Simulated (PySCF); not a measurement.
**Telling isomers of C₄H₇N apart by NMR**

Computed data (PySCF 2.14.0 with density-fitted response routines): shieldings: GIAO PBE0/pcSseg-1, spin–spin couplings from B3LYP/pcJ-1 (spin–dipole term left out of most H,H and C,H couplings), coordinates at the PBE0-D3(BJ)/def2-SVP level. No relativistic terms, averaged over atoms made equivalent by symmetry, fast rotation or ring inversion, one conformer, no solvent model.

Shifts are taken against calculated references (same method and geometry level): 1H, 13C against TMS. Multiplet labels drop J under 1 Hz and among equivalent protons, and merge close values. Unscaled 3J(H,H) run several per cent high. Shifts are as computed. Against solution values, carbons near 30 ppm lie about +2 ppm off and those near 130 ppm about +5 ppm (rms about the fit 1.9 ppm; single classes can miss by 10 ppm). Of 1328 compounds with measured shifts, 309 miss one by over three times the rms of a fit or turn the order of signals round; such compounds aren't used in these exercises. Signals without a measured value on file couldn't be tested in this way; 1H shifts scatter by 0.2 ppm about their fit, and single ones miss by 0.5 ppm. OH and NH positions are gas-phase values without hydrogen bonding to other molecules.

Tabulate the signals of `N[C@@H]1[C@H]2C[C@@H]12`, `N[C@H]1[C@H]2C[C@@H]12` and their relative energies.

## Answers


| SMILES | carbon types | δC | δH | E rel. (kcal/mol) |
| --- | --- | --- | --- | --- |
| N[C@@H]1[C@H]2C[C@@H]12 | 3×CH 1×CH2 | 54.8, 20.0, 2.8 | 1.74 (d, 1H), 1.14 (d, 2H), 0.98 (t, 1H), 0.41 (br s, 2H), 0.20 (d, 1H) | 1.3 |
| N[C@H]1[C@H]2C[C@@H]12 | 3×CH 1×CH2 | 55.2, 27.2, 8.6 | 3.50 (q, 1H), 2.19 (d, 1H), 1.54 (t, 2H), 1.41 (qd, 1H), 0.16 (br s, 2H) | 0.0 |

Energies are electronic energies at PBE0/pcSseg-1 on these geometries, without zero-point or thermal terms, each for the one conformer computed, which needn't be the lowest.
